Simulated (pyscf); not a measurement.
Concerted two-bond exchange: `[CH3][In]` [singlet] + `[OH2]` → `[CH3][In]=[O]` + `[H][H]`

Gas phase, singlet surface, charge 0. Bonds broken: O6–H7, O6–H8. Bonds formed: In1–O6, H7–H8. PySCF, gas phase, ωB97X-D3(BJ)/def2-SVP geometries.

Transition state (Å):

```xyz
8

In    -1.1971    -0.4948    -0.3748
C      0.6785     0.3846    -1.0794
H      1.0493     1.0950    -0.3229
H      0.5391     0.9106    -2.0355
H      1.4246    -0.4152    -1.2147
O     -1.7510    -1.1614     1.4723
H     -1.3175    -1.9238     2.1251
H     -1.2247    -1.4518     3.0133
```

One imaginary mode, 1346i cm⁻¹; descent along it reached the two sides named, in the forms told below.

```json
[
 {"bond": "O6–H7", "change": "breaks", "reactant side (Å)": "0.965", "saddle": "1.093", "product side": "2.321"},
 {"bond": "O6–H8", "change": "breaks", "reactant side (Å)": "0.967", "saddle": "1.654", "product side": "3.1"},
 {"bond": "In1–O6", "change": "forms", "reactant side (Å)": "2.6", "saddle": "2.040", "product side": "1.838"},
 {"bond": "H7–H8", "change": "forms", "reactant side (Å)": "1.542", "saddle": "1.010", "product side": "0.766"}
]
```

Electronic energies relative to the separated reactants (kcal/mol):

| level | barrier | reaction energy | reverse barrier |
|---|---|---|---|
| ωB97X-D3(BJ)/def2-TZVP | 89.2 | +38.7 | 50.5 |
| PBE/def2-TZVP | 64.2 | +32.1 | 32.0 |
| r²SCAN/def2-TZVP | 69.2 | +33.2 | 35.9 |
| B3LYP-D3(BJ)/def2-TZVP | 75.9 | +39.5 | 36.4 |
| PBE0-D3(BJ)/def2-TZVP | 78.3 | +41.1 | 37.1 |
| M06-2X/def2-TZVP | 86.4 | +43.0 | 43.4 |
| ωB97M-D3(BJ)/def2-TZVP | 89.1 | +43.0 | 46.1 |
| HF/def2-TZVP | 119.1 | +60.2 | 59.0 |

With ωB97M-D3(BJ)/def2-TZVP energies and thermal terms (ideal gas, 1 atm, RRHO with modes under 100 cm⁻¹ raised to 100, one conformer, R ln 2 for chiral ones without a mode under 150 cm⁻¹), in kcal/mol:

```json
[
 {"T (K)": "298", "ΔH‡": "83.5", "ΔG‡": "91.9", "ΔH": "+39.1", "ΔG": "+41.4"},
 {"T (K)": "600", "ΔH‡": "84.3", "ΔG‡": "100.1", "ΔH": "+39.9", "ΔG": "+43.5"},
 {"T (K)": "900", "ΔH‡": "85.4", "ΔG‡": "107.8", "ΔH": "+40.8", "ΔG": "+45.2"},
 {"T (K)": "1200", "ΔH‡": "86.7", "ΔG‡": "115.0", "ΔH": "+41.6", "ΔG": "+46.5"}
]
```

On the reactant side the descent ends in a bound adduct, 8.6 kcal/mol under the separated species and 97.8 kcal/mol under the saddle at ωB97X-D3(BJ)/def2-TZVP. The same reactants have a lower exit, to HO–In [singlet] + CH₄ (barrier +4.9 kcal/mol at ωB97M-D3(BJ)/def2-TZVP, against +89.1 kcal/mol here). One saddle was located; it need not be the lowest between these sides. A restricted solution here is unstable towards spin polarisation, so biradical character is likely and single-reference numbers are less safe. Elements past Kr carry the def2 core potentials, without spin-orbit coupling.
